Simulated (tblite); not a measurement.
Compound: P5H5.
Z-matrix (Å and degrees, GFN2-xTB geometry), rows numbered from 1:
```
P 
P   1  2.1972
P   2  2.1886  1   99.39
P   3  2.1868  2   93.76  1   -56.87
P   1  2.1853  2  104.76  3    29.64
H   1  1.3957  2   93.31  3   124.28
H   2  1.3947  1   93.62  3    94.16
H   3  1.3947  2   93.42  1  -150.72
H   4  1.3954  3   94.67  2   157.26
H   5  1.4014  1   92.02  2   -88.30
```

All values are computed: GFN2-xTB (tblite) harmonic vibrations without scaling, gas phase. Errors from tens to a few hundred cm⁻¹ against measured bands are possible. Modes of hydrogen on phosphorus can be 10 to 20 % off. One conformer, not necessarily the lowest.

Harmonic wavenumbers (cm⁻¹): 46.9, 104.3, 190.9, 205.0, 429.9, 439.5, 462.7, 469.4, 475.2, 607.7, 668.2, 673.9, 694.5, 709.0, 722.5, 767.3, 813.6, 821.7, 876.3, 2204.0, 2254.3, 2258.1, 2267.6, 2280.3.

A = 1821, B = 1792, C = 1016 MHz; mass 159.908 u (most abundant isotopes); point group C1, symmetry number 1.

Problem. Zero-point energy?

Solution. Half the sum of the wavenumbers: 10721 cm⁻¹ = 128.26 kJ/mol.

Problem. What is S at 350 K and 1 bar for an ideal gas of classical rigid rotors and harmonic oscillators?

Solution. Translation 175.48, rotation 123.18, vibration 96.66: S = 395.3 J/(mol K).

Problem. And Cp and H(350 K) − H(0)?

Solution. Cp = 138.13 J/(mol K), of which vibrations give 104.87 (their classical limit is 24 R = 199.5); H(350 K) − H(0) = 29.95 kJ/mol without the zero-point energy, 18.31 from vibrations.

Problem. What must be added to the electronic energy to get the Gibbs energy at 350 K and 1 bar?

Solution. ZPE + [H(350 K) − H(0)] − T·S = 128.26 + 29.95 − 138.36 = 19.85 kJ/mol.

Problem. Which modes carry the vibrational entropy at 350 K?

Solution. 46.9 cm⁻¹: 22.01; 104.3 cm⁻¹: 15.42; 190.9 cm⁻¹: 10.54; 205.0 cm⁻¹: 9.98; 429.9 cm⁻¹: 4.58; 439.5 cm⁻¹: 4.44 J/(mol K); the other 18 give 29.68 together.

Problem. How do the functions run with temperature in this model?

Solution. 
| T (K) | S (J/(mol K)) | Cp (J/(mol K)) | H − H(0) (kJ/mol) | G − H(0) (kJ/mol) | ln q(vib) |
| --- | --- | --- | --- | --- | --- |
| 150 | 306.0 | 75.9 | 7.98 | -37.92 | 1.88 |
| 250 | 353.3 | 111.5 | 17.38 | -70.93 | 3.55 |
| 298.15 | 374.2 | 125.7 | 23.10 | -88.45 | 4.40 |
| 400 | 414.4 | 147.9 | 37.11 | -128.65 | 6.23 |
| 600 | 479.8 | 173.8 | 69.54 | -218.34 | 9.69 |
| 900 | 554.9 | 195.8 | 125.31 | -374.07 | 14.29 |

q(vib) and H(0) count from the zero-point level.

Problem. Blend soft modes into free rotors: weight 1/[1 + (100 cm⁻¹/ν̃)⁴] for the oscillator and the rest for a rotor with moment μB/(μ + B), μ = h/(8π²ν), B = 10⁻⁴⁴ kg m². What vibrational entropy results?

Solution. 89.29 J/(mol K) in place of 96.66, which changes −T·S at 350 K by +2.58 kJ/mol.

Hindered rotation and anharmonicity are outside this model. Other conformers, if any are populated, would add a mixing term that is left out. The structure is chiral; the term R ln 2 for an equal mix with its mirror image is left out.
